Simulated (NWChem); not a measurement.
Species: CH4S cation, doublet; SMILES of the neutral closed-shell parent CS

```xyz
6

C     -1.0465    -0.4407     0.0556
S      0.5483     0.3184    -0.0382
H     -1.1297    -0.9973     1.0095
H     -1.8042     0.3515    -0.0113
H     -1.1519    -1.1698    -0.7713
H      1.3242    -0.8019     0.0590
```
Atoms are numbered in this order, from 1.

Program: NWChem. Spin-unrestricted. All runs use the structure optimised with PBE0/def2-SVP, spin-unrestricted. The spin multiplicity was typed, not searched, and may not be the lowest. No stability test was run on the SCF state. Level: B3LYP/def2-SVP with SMD (1 M gas to 1 M solution), gas-phase geometry. Reactions with the solvent are ignored.

| solvent | dielectric constant | solvation free energy (kcal/mol) | cavity-dispersion-structure term (kcal/mol) |
|---|---|---|---|
| water | 78.4 | -63.1 | 2.0 |
| chloroform | 4.71 | -53.1 | -1.1 |
| N,N-dimethylformamide | 37.2 | (withheld) | (withheld) |
| diethyl ether | 4.24 | -51.4 | -1.0 |

### Question
What belongs in the gaps?

### Answer

- N,N-dimethylformamide, solvation free energy (kcal/mol): -64.4
- N,N-dimethylformamide, cavity-dispersion-structure term (kcal/mol): -0.2
